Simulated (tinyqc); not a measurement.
UKS/exchange-only LDA in the sto-6g basis, for BH2, spin multiplicity 2, step by step (part 1 of 3). Computed by tinyqc, a small Python program that keeps every step (integrals from PySCF). Settings: charge = 0, multiplicity = 2, basis = sto-6g, energy threshold = 1e-08, iteration cap = 64, orthogonalisation = canonical, start = core, DIIS depth = 8, DIIS from iteration = 2, method = UKS, functional = Slater exchange alone, grid = [15, 26]. Command: `OMP_NUM_THREADS=1 python tinyqc.py 22013 22014 out.jsonl` (the two numbers bound the seeds that draw the settings). One thread of a shared host (Intel(R) Xeon(R) Processor @ 2.60GHz), about 3 s of CPU time with the checks. Later iterations appear only in the table of the cycle.

## One-electron integrals

Geometry (angstrom):
```
atom         x          y         z
B     0.000000   0.000000  0.000000
H     0.000000   1.274000  0.571000
H     0.000000  -1.318000  0.591000
```

Basis sto-6g: exponents (1/bohr^2) and contraction coefficients of normalised primitives:
```
element  l (shell)    exponent  coefficient
B            s (1)  506.011147     0.009164
B            s (1)   92.776814     0.049362
B            s (1)   25.955658     0.168538
B            s (1)    8.916445     0.370563
B            s (1)    3.462507     0.416492
B            s (1)    1.426054     0.130334
B            s (2)   23.194575    -0.013253
B            s (2)    4.590810    -0.046992
B            s (2)    1.426819    -0.033785
B            s (2)    0.548948     0.250242
B            s (2)    0.238410     0.595117
B            s (2)    0.109280     0.240706
B            p (3)   23.194575     0.003760
B            p (3)    4.590810     0.037679
B            p (3)    1.426819     0.173897
B            p (3)    0.548948     0.418036
B            p (3)    0.238410     0.425859
B            p (3)    0.109280     0.101708
H            s (1)   35.523221     0.009164
H            s (1)    6.513144     0.049361
H            s (1)    1.822143     0.168538
H            s (1)    0.625955     0.370563
H            s (1)    0.243077     0.416492
H            s (1)    0.100112     0.130334
```

Overlap, kinetic and nuclear-attraction integrals over the contracted functions; the nuclear repulsion is the sum of Za Zb / Rab.

nuclear repulsion = 3.93111304 hartree

overlap S, order 1B 1s, 1B 2s, 1B 2px, 1B 2py, 1B 2pz, 2H 1s, 3H 1s:
$$\begin{pmatrix}
1.000000 & 0.264891 & 0.000000 & 0.000000 & 0.000000 & 0.043359 & 0.038849 \\
0.264891 & 1.000000 & 0.000000 & 0.000000 & 0.000000 & 0.375814 & 0.354199 \\
0.000000 & 0.000000 & 1.000000 & 0.000000 & 0.000000 & 0.000000 & 0.000000 \\
0.000000 & 0.000000 & 0.000000 & 1.000000 & 0.000000 & 0.377356 & -0.360578 \\
0.000000 & 0.000000 & 0.000000 & 0.000000 & 1.000000 & 0.169129 & 0.161686 \\
0.043359 & 0.375814 & 0.000000 & 0.377356 & 0.169129 & 1.000000 & 0.044602 \\
0.038849 & 0.354199 & 0.000000 & -0.360578 & 0.161686 & 0.044602 & 1.000000
\end{pmatrix}$$

kinetic energy T (hartree), order 1B 1s, 1B 2s, 1B 2px, 1B 2py, 1B 2pz, 2H 1s, 3H 1s:
$$\begin{pmatrix}
10.947243 & -0.333880 & 0.000000 & 0.000000 & 0.000000 & -0.011061 & -0.010595 \\
-0.333880 & 0.374498 & 0.000000 & 0.000000 & 0.000000 & 0.044676 & 0.036768 \\
0.000000 & 0.000000 & 1.125026 & 0.000000 & 0.000000 & 0.000000 & 0.000000 \\
0.000000 & 0.000000 & 0.000000 & 1.125026 & 0.000000 & 0.130886 & -0.115525 \\
0.000000 & 0.000000 & 0.000000 & 0.000000 & 1.125026 & 0.058662 & 0.051802 \\
-0.011061 & 0.044676 & 0.000000 & 0.130886 & 0.058662 & 0.768522 & -0.009227 \\
-0.010595 & 0.036768 & 0.000000 & -0.115525 & 0.051802 & -0.009227 & 0.768522
\end{pmatrix}$$

nuclear attraction V (hartree), order 1B 1s, 1B 2s, 1B 2px, 1B 2py, 1B 2pz, 2H 1s, 3H 1s:
$$\begin{pmatrix}
-24.137113 & -2.941637 & 0.000000 & -0.000853 & -0.011230 & -0.529674 & -0.473728 \\
-2.941637 & -4.484788 & 0.000000 & -0.006281 & -0.101503 & -1.414627 & -1.312675 \\
0.000000 & 0.000000 & -4.427449 & 0.000000 & 0.000000 & 0.000000 & 0.000000 \\
-0.000853 & -0.006281 & 0.000000 & -4.570248 & -0.002366 & -1.343518 & 1.261164 \\
-0.011230 & -0.101503 & 0.000000 & -0.002366 & -4.456147 & -0.616020 & -0.578783 \\
-0.529674 & -1.414627 & 0.000000 & -1.343518 & -0.616020 & -3.327226 & -0.161299 \\
-0.473728 & -1.312675 & 0.000000 & 1.261164 & -0.578783 & -0.161299 & -3.266251
\end{pmatrix}$$

core Hamiltonian H = T + V (hartree), order 1B 1s, 1B 2s, 1B 2px, 1B 2py, 1B 2pz, 2H 1s, 3H 1s:
$$\begin{pmatrix}
-13.189870 & -3.275517 & 0.000000 & -0.000853 & -0.011230 & -0.540735 & -0.484323 \\
-3.275517 & -4.110290 & 0.000000 & -0.006281 & -0.101503 & -1.369951 & -1.275907 \\
0.000000 & 0.000000 & -3.302422 & 0.000000 & 0.000000 & 0.000000 & 0.000000 \\
-0.000853 & -0.006281 & 0.000000 & -3.445222 & -0.002366 & -1.212632 & 1.145640 \\
-0.011230 & -0.101503 & 0.000000 & -0.002366 & -3.331121 & -0.557357 & -0.526981 \\
-0.540735 & -1.369951 & 0.000000 & -1.212632 & -0.557357 & -2.558704 & -0.170526 \\
-0.484323 & -1.275907 & 0.000000 & 1.145640 & -0.526981 & -0.170526 & -2.497729
\end{pmatrix}$$

## Two-electron integrals

Functions are numbered as in S; the eight-fold symmetry (ij|kl) = (ji|kl) = (kl|ij) leaves the list below.

Two-electron integrals (ij|kl) in chemists' order, unique and non-zero (hartree):
```
(11|11) 2.924993    (21|11) 0.480756    (21|21) 0.099484    (22|11) 0.743449
(22|21) 0.188967    (22|22) 0.544922    (31|31) 0.021096    (32|31) 0.030854
(32|32) 0.120443    (33|11) 0.743450    (33|21) 0.188967    (33|22) 0.544922
(33|33) 0.587109    (41|41) 0.021096    (42|41) 0.030854    (42|42) 0.120443
(43|43) 0.031641    (44|11) 0.743450    (44|21) 0.188967    (44|22) 0.544922
(44|33) 0.523827    (44|44) 0.587109    (51|51) 0.021096    (52|51) 0.030854
(52|52) 0.120443    (53|53) 0.031641    (54|54) 0.031641    (55|11) 0.743450
(55|21) 0.188967    (55|22) 0.544922    (55|33) 0.523827    (55|44) 0.523827
(55|55) 0.587109    (61|11) 0.081308    (61|21) 0.016311    (61|22) 0.030760
(61|33) 0.030594    (61|41) 0.001171    (61|42) 0.002244    (61|44) 0.031010
(61|51) 0.000525    (61|52) 0.001006    (61|54) 0.000187    (61|55) 0.030677
(61|61) 0.002775    (62|11) 0.208447    (62|21) 0.053972    (62|22) 0.172911
(62|33) 0.167878    (62|41) 0.005753    (62|42) 0.034807    (62|44) 0.180452
(62|51) 0.002579    (62|52) 0.015600    (62|54) 0.005636    (62|55) 0.170404
(62|61) 0.009421    (62|62) 0.078557    (63|31) 0.005444    (63|32) 0.025231
(63|43) 0.006387    (63|53) 0.002863    (63|63) 0.008212    (64|11) 0.184894
(64|21) 0.048517    (64|22) 0.163504    (64|33) 0.154999    (64|41) 0.009815
(64|42) 0.054921    (64|44) 0.178383    (64|51) 0.001959    (64|52) 0.013307
(64|54) 0.007618    (64|55) 0.157130    (64|61) 0.008872    (64|62) 0.086690
(64|64) 0.101906    (65|11) 0.082869    (65|21) 0.021745    (65|22) 0.073282
(65|33) 0.069470    (65|41) 0.001959    (65|42) 0.013307    (65|44) 0.074225
(65|51) 0.006322    (65|52) 0.031195    (65|54) 0.008519    (65|55) 0.076150
(65|61) 0.003976    (65|62) 0.038854    (65|64) 0.041993    (65|65) 0.027033
(66|11) 0.376434    (66|21) 0.099468    (66|22) 0.360416    (66|33) 0.339727
(66|41) 0.012181    (66|42) 0.098941    (66|44) 0.391411    (66|51) 0.005459
(66|52) 0.044345    (66|54) 0.023164    (66|55) 0.350109    (66|61) 0.017713
(66|62) 0.214879    (66|64) 0.256888    (66|65) 0.115136    (66|66) 0.774999
(71|11) 0.072755    (71|21) 0.014600    (71|22) 0.027552    (71|33) 0.027403
(71|41) -0.001048   (71|42) -0.002014   (71|44) 0.027775    (71|51) 0.000470
(71|52) 0.000903    (71|54) -0.000167   (71|55) 0.027478    (71|61) 0.002355
(71|62) 0.007565    (71|64) 0.006500    (71|65) 0.003206    (71|66) 0.013861
(71|71) 0.002223    (72|11) 0.193023    (72|21) 0.050017    (72|22) 0.161010
(72|33) 0.156274    (72|41) -0.005322   (72|42) -0.032617   (72|44) 0.168104
(72|51) 0.002386    (72|52) 0.014626    (72|54) -0.005305   (72|55) 0.158653
(72|61) 0.007827    (72|62) 0.045080    (72|64) 0.037745    (72|65) 0.021810
(72|66) 0.092150    (72|71) 0.007823    (72|72) 0.069216    (73|31) 0.004950
(73|32) 0.023166    (73|43) -0.005929   (73|53) 0.002659    (73|63) 0.004073
(73|73) 0.007071    (74|11) -0.173512   (74|21) -0.045550   (74|22) -0.154162
(74|33) -0.146190   (74|41) 0.009029    (74|42) 0.051248    (74|44) -0.168088
(74|51) -0.001829   (74|52) -0.012592   (74|54) 0.007160    (74|55) -0.148209
(74|61) -0.006826   (74|62) -0.038406   (74|64) -0.029245   (74|65) -0.018282
(74|66) -0.076484   (74|71) -0.007452   (74|72) -0.077252   (74|74) 0.091526
(75|11) 0.077804    (75|21) 0.020425    (75|22) 0.069127    (75|33) 0.065553
(75|41) -0.001829   (75|42) -0.012592   (75|44) 0.070054    (75|51) 0.005770
(75|52) 0.028812    (75|54) -0.007948   (75|55) 0.071775    (75|61) 0.003358
(75|62) 0.022014    (75|64) 0.018160    (75|65) 0.014496    (75|66) 0.046680
(75|71) 0.003341    (75|72) 0.034640    (75|74) -0.037870   (75|75) 0.024052
(76|11) 0.023958    (76|21) 0.006189    (76|22) 0.019960    (76|33) 0.019446
(76|41) -0.000007   (76|42) -0.000064   (76|44) 0.020223    (76|51) 0.000514
(76|52) 0.003104    (76|54) -0.000015   (76|55) 0.020211    (76|61) 0.001030
(76|62) 0.007361    (76|64) 0.007176    (76|65) 0.003973    (76|66) 0.017849
(76|71) 0.000924    (76|72) 0.006961    (76|74) -0.006906   (76|75) 0.003791
(76|76) 0.000900    (77|11) 0.364294    (77|21) 0.096301    (77|22) 0.350795
(77|33) 0.330993    (77|41) -0.011487   (77|42) -0.095130   (77|44) 0.380455
(77|51) 0.005151    (77|52) 0.042657    (77|54) -0.022179   (77|55) 0.340938
(77|61) 0.015001    (77|62) 0.096603    (77|64) 0.078967    (77|65) 0.048420
(77|66) 0.204071    (77|71) 0.015337    (77|72) 0.200098    (77|74) -0.241583
(77|75) 0.108328    (77|76) 0.017849    (77|77) 0.774999
```

## Orthogonalisation

S = U s U^T; canonical form X = U s^(-1/2), so that X^T S X = 1. Each column of U has its largest component positive (the first on a tie).

eigenvalues of S: [0.416405, 0.459819, 0.880410, 1.000000, 1.084083, 1.498767, 1.660515]

X, order 1B 1s, 1B 2s, 1B 2px, 1B 2py, 1B 2pz, 2H 1s, 3H 1s:
$$\begin{pmatrix}
-0.359351 & 0.131150 & 0.749428 & 0.000000 & -0.563210 & -0.025391 & 0.244172 \\
1.001773 & -0.320749 & -0.267599 & 0.000000 & -0.233814 & -0.044379 & 0.496628 \\
0.000000 & 0.000000 & 0.000000 & 1.000000 & 0.000000 & 0.000000 & 0.000000 \\
0.341222 & 0.967171 & -0.004305 & 0.000000 & 0.001917 & 0.587713 & 0.047134 \\
0.379025 & -0.119311 & 0.631093 & 0.000000 & 0.698201 & -0.015877 & 0.180557 \\
-0.917695 & -0.501922 & -0.222385 & 0.000000 & 0.173730 & 0.365090 & 0.393751 \\
-0.408128 & 0.923639 & -0.234161 & 0.000000 & 0.181366 & -0.430873 & 0.325732
\end{pmatrix}$$

## Starting guess

The start is the orbitals of the core Hamiltonian; D(s) = C_occ C_occ^T for each spin.

D(alpha) at the start, order 1B 1s, 1B 2s, 1B 2px, 1B 2py, 1B 2pz, 2H 1s, 3H 1s:
$$\begin{pmatrix}
1.072270 & -0.277279 & 0.000000 & -0.001250 & -0.100593 & 0.030540 & 0.029546 \\
-0.277279 & 1.051568 & 0.000000 & 0.006391 & 0.421090 & -0.099855 & -0.097126 \\
0.000000 & 0.000000 & 1.000000 & 0.000000 & 0.000000 & 0.000000 & 0.000000 \\
-0.001250 & 0.006391 & 0.000000 & 1.154149 & 0.000753 & -0.121935 & 0.119632 \\
-0.100593 & 0.421090 & 0.000000 & 0.000753 & 0.168733 & -0.039751 & -0.039041 \\
0.030540 & -0.099855 & 0.000000 & -0.121935 & -0.039751 & 0.022255 & -0.003399 \\
0.029546 & -0.097126 & 0.000000 & 0.119632 & -0.039041 & -0.003399 & 0.021510
\end{pmatrix}$$

D(beta) at the start, order 1B 1s, 1B 2s, 1B 2px, 1B 2py, 1B 2pz, 2H 1s, 3H 1s:
$$\begin{pmatrix}
1.072270 & -0.277279 & 0.000000 & -0.001250 & -0.100593 & 0.030540 & 0.029546 \\
-0.277279 & 1.051568 & 0.000000 & 0.006391 & 0.421090 & -0.099855 & -0.097126 \\
0.000000 & 0.000000 & 0.000000 & 0.000000 & 0.000000 & 0.000000 & 0.000000 \\
-0.001250 & 0.006391 & 0.000000 & 1.154149 & 0.000753 & -0.121935 & 0.119632 \\
-0.100593 & 0.421090 & 0.000000 & 0.000753 & 0.168733 & -0.039751 & -0.039041 \\
0.030540 & -0.099855 & 0.000000 & -0.121935 & -0.039751 & 0.022255 & -0.003399 \\
0.029546 & -0.097126 & 0.000000 & 0.119632 & -0.039041 & -0.003399 & 0.021510
\end{pmatrix}$$

## Iteration 1: exchange-correlation on the grid

Becke grid with 15 radial and 26 angular points per atom, points of zero weight dropped. rho = sum D_ij phi_i phi_j; V_xc,ij = sum w v_xc phi_i phi_j; v_xc is d(rho eps)/d rho(s) for spin s.

The 16 grid points with the largest w rho, of 1166 (bohr, atomic units):
```
x                  y         z         w  rho(alpha)  rho(beta)     eps_xc  v_xc(alpha)
0.000000   -1.300000  0.000000  0.493485    0.113032   0.113032  -0.449913    -0.599884
0.000000    1.300000  0.000000  0.484237    0.112856   0.112856  -0.449680    -0.599573
0.000000    0.000000  1.300000  0.526255    0.077375   0.077375  -0.396517    -0.528689
0.000000    0.000000  1.899687  1.446547    0.027264   0.027264  -0.280065    -0.373419
0.000000   -0.919239  0.919239  0.391611    0.099878   0.099878  -0.431736    -0.575648
0.919239    0.919239  0.000000  0.416781    0.112756   0.071362  -0.424904    -0.599396
-0.919239   0.919239  0.000000  0.416781    0.112756   0.071362  -0.424904    -0.599396
0.919239   -0.919239  0.000000  0.417929    0.112482   0.071088  -0.424511    -0.598910
-0.919239  -0.919239  0.000000  0.417929    0.112482   0.071088  -0.424511    -0.598910
0.000000    0.919239  0.919239  0.382993    0.099479   0.099479  -0.431161    -0.574881
1.300000    0.000000  0.000000  0.527267    0.109506   0.026717  -0.412431    -0.593581
-1.300000   0.000000  0.000000  0.527267    0.109506   0.026717  -0.412431    -0.593581
1.899687    0.000000  0.000000  1.474296    0.038926   0.009698  -0.292040    -0.420480
-1.899687   0.000000  0.000000  1.474296    0.038926   0.009698  -0.292040    -0.420480
-0.919239   0.000000  0.919239  0.421522    0.101357   0.059962  -0.407970    -0.578475
0.919239    0.000000  0.919239  0.421522    0.101357   0.059962  -0.407970    -0.578475
```

electrons on the grid, sum of w rho = 6.996084

E_xc = sum of w rho eps_xc = -4.44423125 hartree

V_xc(alpha) (hartree), order 1B 1s, 1B 2s, 1B 2px, 1B 2py, 1B 2pz, 2H 1s, 3H 1s:
$$\begin{pmatrix}
-1.740151 & -0.258531 & 0.000000 & -0.000033 & -0.007733 & -0.045327 & -0.040560 \\
-0.258531 & -0.460222 & 0.000000 & 0.000115 & -0.045319 & -0.129461 & -0.119367 \\
0.000000 & 0.000000 & -0.485465 & 0.000000 & 0.000000 & 0.000000 & 0.000000 \\
-0.000033 & 0.000115 & 0.000000 & -0.480685 & 0.000245 & -0.113975 & 0.106216 \\
-0.007733 & -0.045319 & 0.000000 & 0.000245 & -0.414639 & -0.054744 & -0.050959 \\
-0.045327 & -0.129461 & 0.000000 & -0.113975 & -0.054744 & -0.171431 & -0.014890 \\
-0.040560 & -0.119367 & 0.000000 & 0.106216 & -0.050959 & -0.014890 & -0.158297
\end{pmatrix}$$

V_xc(beta) (hartree), order 1B 1s, 1B 2s, 1B 2px, 1B 2py, 1B 2pz, 2H 1s, 3H 1s:
$$\begin{pmatrix}
-1.724051 & -0.245445 & 0.000000 & -0.000039 & -0.009338 & -0.043557 & -0.038971 \\
-0.245445 & -0.400612 & 0.000000 & 0.000084 & -0.056119 & -0.118340 & -0.109141 \\
0.000000 & 0.000000 & -0.378180 & 0.000000 & 0.000000 & 0.000000 & 0.000000 \\
-0.000039 & 0.000084 & 0.000000 & -0.450586 & 0.000265 & -0.107950 & 0.100563 \\
-0.009338 & -0.056119 & 0.000000 & 0.000265 & -0.373214 & -0.053108 & -0.049388 \\
-0.043557 & -0.118340 & 0.000000 & -0.107950 & -0.053108 & -0.162821 & -0.013621 \\
-0.038971 & -0.109141 & 0.000000 & 0.100563 & -0.049388 & -0.013621 & -0.149881
\end{pmatrix}$$

## Iteration 1: building the Kohn-Sham matrix

J_ij = sum D_kl (ij|kl) with D = D(alpha) + D(beta); F = H + J + V_xc; E = tr D H + tr D J / 2 + E_xc + E_nn.

Coulomb J (hartree), order 1B 1s, 1B 2s, 1B 2px, 1B 2py, 1B 2pz, 2H 1s, 3H 1s:
$$\begin{pmatrix}
9.707416 & 1.926119 & 0.000000 & 0.000028 & 0.038364 & 0.321516 & 0.287839 \\
1.926119 & 4.247765 & 0.000000 & -0.000370 & 0.160562 & 1.315353 & 1.223143 \\
0.000000 & 0.000000 & 4.245316 & 0.000000 & 0.000000 & 0.000000 & 0.000000 \\
0.000028 & -0.000370 & 0.000000 & 4.299657 & -0.000417 & 1.223446 & -1.152379 \\
0.038364 & 0.160562 & 0.000000 & -0.000417 & 4.198315 & 0.572808 & 0.539136 \\
0.321516 & 1.315353 & 0.000000 & 1.223446 & 0.572808 & 2.629079 & 0.152570 \\
0.287839 & 1.223143 & 0.000000 & -1.152379 & 0.539136 & 0.152570 & 2.554556
\end{pmatrix}$$

F(alpha) (hartree), order 1B 1s, 1B 2s, 1B 2px, 1B 2py, 1B 2pz, 2H 1s, 3H 1s:
$$\begin{pmatrix}
-5.222605 & -1.607930 & 0.000000 & -0.000858 & 0.019401 & -0.264546 & -0.237044 \\
-1.607930 & -0.322747 & 0.000000 & -0.006537 & 0.013740 & -0.184060 & -0.172131 \\
0.000000 & 0.000000 & 0.457428 & 0.000000 & 0.000000 & 0.000000 & 0.000000 \\
-0.000858 & -0.006537 & 0.000000 & 0.373751 & -0.002538 & -0.103162 & 0.099477 \\
0.019401 & 0.013740 & 0.000000 & -0.002538 & 0.452556 & -0.039294 & -0.038803 \\
-0.264546 & -0.184060 & 0.000000 & -0.103162 & -0.039294 & -0.101056 & -0.032846 \\
-0.237044 & -0.172131 & 0.000000 & 0.099477 & -0.038803 & -0.032846 & -0.101471
\end{pmatrix}$$

F(beta) (hartree), order 1B 1s, 1B 2s, 1B 2px, 1B 2py, 1B 2pz, 2H 1s, 3H 1s:
$$\begin{pmatrix}
-5.206505 & -1.594843 & 0.000000 & -0.000865 & 0.017796 & -0.262776 & -0.235454 \\
-1.594843 & -0.263136 & 0.000000 & -0.006567 & 0.002940 & -0.172938 & -0.161905 \\
0.000000 & 0.000000 & 0.564713 & 0.000000 & 0.000000 & 0.000000 & 0.000000 \\
-0.000865 & -0.006567 & 0.000000 & 0.403850 & -0.002519 & -0.097137 & 0.093824 \\
0.017796 & 0.002940 & 0.000000 & -0.002519 & 0.493981 & -0.037658 & -0.037233 \\
-0.262776 & -0.172938 & 0.000000 & -0.097137 & -0.037658 & -0.092446 & -0.031577 \\
-0.235454 & -0.161905 & 0.000000 & 0.093824 & -0.037233 & -0.031577 & -0.093054
\end{pmatrix}$$

total energy of this density = -23.62981564 hartree
